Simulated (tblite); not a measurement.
2-methyl-3-oxopropanenitrile, C4H5NO.
Cartesian coordinates in Å at the GFN2-xTB level; atoms count from 1:
```xyz
11
C4H5NO angstrom
C     -0.8357   -0.9147   -0.2460
C     -0.1068    0.2922    0.3578
C     -0.3141    1.4598   -0.4695
N     -0.4790    2.3718   -1.1370
C      1.3899    0.0370    0.4217
O      2.0589    0.1693    1.4014
H     -0.4673   -1.1206   -1.2488
H     -1.9032   -0.7162   -0.3036
H     -0.6762   -1.7924    0.3756
H     -0.4773    0.5104    1.3661
H      1.8162   -0.2939   -0.5436
```

Level: GFN2-xTB in tblite, geometry and Hessian alike; calculated harmonic values, unscaled, isolated species. Against measured fundamentals such values can be off by several per cent, at times by over 20. One conformer, not necessarily the lowest.

Harmonic wavenumbers (cm⁻¹): 53.4, 169.5, 178.2, 219.0, 302.0, 463.0, 502.3, 562.9, 865.5, 917.2, 941.8, 1061.4, 1084.7, 1111.1, 1220.0, 1257.4, 1366.1, 1404.9, 1484.0, 1487.1, 1802.4, 2407.8, 2787.0, 2940.0, 3042.8, 3045.7, 3050.7.

A = 5363, B = 2834, C = 2001 MHz; mass 83.037 u (most abundant isotopes); point group C1, symmetry number 1.

Task: What is the zero-point energy?

Result: ½Σν̃ = 17864 cm⁻¹ = 51.08 kcal/mol.

Task: Entropy at 500 K, 1 bar (ideal gas, RRHO, classical rotation)?

Result: Translation 41.76, rotation 28.30, vibration 26.07: S = 96.1 cal/(mol K).

Task: And Cp and H(500 K) − H(0)?

Result: Cp = 33.20 cal/(mol K), of which vibrations give 25.25 (their classical limit is 27 R = 53.7); H(500 K) − H(0) = 10.64 kcal/mol without the zero-point energy, 6.67 from vibrations.

Task: What must be added to the electronic energy to get the Gibbs energy at 500 K and 1 bar?

Result: ZPE + [H(500 K) − H(0)] − T·S = 51.08 + 10.64 − 48.07 = 13.65 kcal/mol.

Task: Which modes carry the vibrational entropy at 500 K?

Result: 53.4 cm⁻¹: 5.71; 169.5 cm⁻¹: 3.43; 178.2 cm⁻¹: 3.34; 219.0 cm⁻¹: 2.94; 302.0 cm⁻¹: 2.33; 463.0 cm⁻¹: 1.56 cal/(mol K); the other 21 give 6.77 together.

Task: How do the functions run with temperature in this model?

Result: 
```tsv
T (K)	S (cal/(mol K))	Cp (cal/(mol K))	H − H(0) (kcal/mol)	G − H(0) (kcal/mol)	ln q(vib)
100	61.6	13.9	1.06	-5.10	0.85
200	72.9	19.2	2.72	-11.86	2.26
300	81.6	24.1	4.88	-19.60	3.67
800	114.0	42.6	22.13	-69.04	10.29
1000	124.0	46.9	31.10	-92.85	12.69
```

q(vib) and H(0) count from the zero-point level.

Hindered rotation and anharmonicity are outside this model. Other conformers, if any are populated, would add a mixing term that is left out. The structure is chiral; the term R ln 2 for an equal mix with its mirror image is left out.
